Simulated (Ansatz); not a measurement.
# C4H2 (1,3-butadiyne): HF/3-21G

Aim: the energy change on altering one bond length of C4H2 (1,3-butadiyne) at HF/3-21G, from 2 runs. 

The results are computed with Ansatz 0.2.0.

43 further runs of the same task are left out: 16 that didn't finish, 27 set aside as unsound or not needed.

### 1 Starting point

C4H2 has 6 atoms, charge 0, and is taken as a singlet. SMILES: `C#CC#C`. Geometry: relaxed at PBE0-D4/def2-TZVP.

Bond lengths: C1–C2 1.205 Å, C2–C3 1.364 Å, C3–C4 1.205 Å, C1–H5 1.064 Å, C4–H6 1.064 Å. Angles: C1–C2–C3 180.0°, C2–C3–C4 180.0°, C2–C1–H5 180.0°, C3–C4–H6 180.0°.

### 2 A single-point energy at HF/3-21G

File molecule.yaml:

```yaml
crystal:
  periodic: [false, false, false]
  atoms:
    - {symbol: C, position_ang: [1.419140, -1.102190, 0.574700]}
    - {symbol: C, position_ang: [0.512970, -0.398530, 0.207720]}
    - {symbol: C, position_ang: [-0.513080, 0.398350, -0.207780]}
    - {symbol: C, position_ang: [-1.419150, 1.102170, -0.574710]}
    - {symbol: H, position_ang: [2.219890, -1.723930, 0.898960]}
    - {symbol: H, position_ang: [-2.219770, 1.724120, -0.898890]}
basis:
  gaussian:
    orbitals: 3-21G.json
hamiltonian:
  xc: hf
accuracy: high
output: {orbitals: {seedname: orbitals}}
```

The basis set 3-21G is read from a file made from the Basis Set Exchange's data (not shown).

Started as:

```
$ ansatz run molecule.yaml --threads 1 --pin off --max-ram 3480MiB --events-out events.jsonl --progress --plain --runs-dir runs
```

What it wrote:

```text
Warning: RAYON_NUM_THREADS=1 ignored (pool sized by the plan → 1); use --threads N
Functional definition: HF
  name "HF"
  exchange = exact_x
  correlation = 0
847 factors; integrals over basis functions are off by at most 7.5e-9 eV
mean field evaluation 1: about -4125.3281 eV, gradient 2.0e1 eV
mean field evaluation 2: about -4125.3459 eV, gradient 2.0e1 eV
mean field evaluation 4: about -4126.6785 eV, gradient 2.0e0 eV
mean field evaluation 8: about -4126.6885 eV, gradient 1.3e-2 eV
mean field -4126.68848382 eV, -151.6530046104 hartree, gradient 7.6e-8 eV, S^2 0.000000; 0 other end points of the search recorded, 0 dependent functions left out
reference -4126.68848382 eV, -151.6530046104 hartree; 13, 13 occupied and 27, 27 virtual orbitals, 847 factors
Total energy: -4126.68848382 eV, -151.6530046104 hartree
```

Run time: 0.75 s. Hardware: 1 thread of Intel Xeon Platinum 8175M at 2.50GHz (Skylake/Cascade Lake), shared host; peak memory 0.089 GiB.

### 3 The distorted shape at the same level

File molecule.yaml:

```yaml
basis:
  gaussian:
    orbitals: 3-21G.json
crystal:
  periodic: [false, false, false]
  atoms:
    - {symbol: C, position_ang: [1.726976, -1.341271, 0.699359]}
    - {symbol: C, position_ang: [0.820806, -0.637611, 0.332379]}
    - {symbol: C, position_ang: [-0.513080, 0.398350, -0.207780]}
    - {symbol: C, position_ang: [-1.419150, 1.102170, -0.574710]}
    - {symbol: H, position_ang: [2.527726, -1.963011, 1.023619]}
    - {symbol: H, position_ang: [-2.219770, 1.724120, -0.898890]}
magnetization:
  spin_polarized: false
  initial_magnetization: 0
output:
  orbitals: {seedname: orbitals}
hamiltonian:
  xc: hf
accuracy: high
```

The basis set 3-21G is read from a file made from the Basis Set Exchange's data (not shown).

Started as:

```
$ ansatz run molecule.yaml --threads 1 --pin off --max-ram 3480MiB --events-out events.jsonl --progress --plain --runs-dir runs
```

What it wrote:

```text
Warning: RAYON_NUM_THREADS=1 ignored (pool sized by the plan → 1); use --threads N
[... 4 set-up lines as earlier in the session ...]
849 factors; integrals over basis functions are off by at most 1.6e-8 eV
mean field evaluation 1: about -4123.0901 eV, gradient 2.0e1 eV
mean field evaluation 2: about -4123.1065 eV, gradient 2.0e1 eV
mean field evaluation 4: about -4124.5570 eV, gradient 5.2e0 eV
mean field evaluation 8: about -4124.6325 eV, gradient 4.6e-5 eV
mean field -4124.63252020 eV, -151.5774493410 hartree, gradient 2.0e-8 eV, S^2 0.000000; 0 other end points of the search recorded, 0 dependent functions left out
reference -4124.63252020 eV, -151.5774493410 hartree; 13, 13 occupied and 27, 27 virtual orbitals, 849 factors
Total energy: -4124.63252020 eV, -151.5774493410 hartree
```

Run time: 0.63 s. Hardware: 1 thread of Intel Xeon Platinum 8175M at 2.50GHz (Skylake/Cascade Lake), shared host; peak memory 0.09 GiB.

### 4 What came out

Level: HF/3-21G.

| quantity | value |
| --- | --- |
| first shape: total energy | -151.65300 Eh |
| first shape: HOMO energy | -10.01 eV |
| first shape: LUMO energy | 3.53 eV |
| first shape: HOMO–LUMO gap | 13.54 eV |
| distorted shape: total energy | -151.57745 Eh |
| distorted shape: HOMO energy | -10.93 eV |
| distorted shape: LUMO energy | 4.09 eV |
| distorted shape: HOMO–LUMO gap | 15.02 eV |
| energy change with the C2–C3 bond stretched from 1.364 to 1.773 Å | 2.056 eV |

With the C2–C3 bond stretched from 1.364 to 1.773 Å the energy rises by 2.06 eV (47 kcal/mol). The first shape isn't relaxed at this level, so the change isn't measured from a minimum.
